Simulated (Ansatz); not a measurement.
Zinc-blende CdS (metastable phase), treated with PBE0 in Ansatz (PAW).

Total energies, extrapolated to zero smearing (they compare only within this program, potentials and cutoff; free atoms with spin allowed, lowest state found):

```
system                                       energy (eV/atom)
-------------------------------------------  ----------------
zinc-blende CdS (metastable phase), relaxed        -4580.8695
free Cd atom                                       -8256.6011
free S atom                                         -899.8689
```

Q: Work out the cohesive energy per atom.

A: E_coh = [1 × (-8256.6011) + 1 × (-899.8689)]/2 − (-4580.8695) = 2.63 eV/atom. The reference value is 2.87 eV/atom (measured, zero-point energy (9/8 kB θD) added and atomic spin-orbit splittings removed, spin-orbit-averaged atoms; as tabulated in Albrecht et al. (1997), arXiv:cond-mat/9706128), a difference of -0.24 eV/atom.

The PAW data were made under PBE.

Ansatz is a program for electronic structure.
